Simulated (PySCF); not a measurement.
Stepwise substitution at one centre (Si NH2-H). Gas-phase values, no solvent. One relaxed conformer stands for each flexible species; it need not be the lowest. Strings in code marks are SMILES.

Quantity: redistribution energy (mixed species minus the weighted end members), in eV.

Level 1: PBE-D3(BJ)/def2-TZVP // r2SCAN-D4/def2-TZVP (PySCF)
Level 2: B3LYP/6-31G* // r2SCAN-D4/def2-TZVP (PySCF)
Level 3: PBE/6-31G* // r2SCAN-D4/def2-TZVP (PySCF)
Level 4: HF/6-31G* // r2SCAN-D4/def2-TZVP (PySCF)

```
species                              level 1  level 2  level 3  level 4
-----------------------------------  -------  -------  -------  -------
3 of 4 NH2 replaced by H: `N[SiH3]`    0.196    0.185    0.194    0.183
```
